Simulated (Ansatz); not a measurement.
System: fcc Ir. Method: HSE06-D3(BJ) (Ansatz, an electronic-structure program, PAW).

Run with plane-wave cutoff 460 eV, 14×14×14 k mesh, Fermi–Dirac smearing 0.05 eV, no spin polarisation, scalar-relativistic PAW data made under PBE.

Cell (relaxed at this level):

```xyz
1
Lattice="0.0000 1.8940 1.8940 1.8940 0.0000 1.8940 1.8940 1.8940 0.0000" Properties=species:S:1:pos:R:3 pbc="T T T"
Ir     0.0000     0.0000     0.0000
```

Question: Give the computed bulk modulus B0 and pressure derivative B′ of the bulk modulus.

Answer: 
* **bulk modulus B0**: 434 GPa
* **pressure derivative B′ of the bulk modulus**: 5.0

Measured, for comparison: bulk modulus 365 GPa (corrected for temperature and zero-point phonon effects; as tabulated in Levämäki et al. (2014), arXiv:1402.3671). Computed (rounded) less measured: bulk modulus +19 %.

Spin–orbit coupling is not included.

Static lattice: no zero-point or thermal effects.

It cost very roughly 9 core-minutes of CPU time.
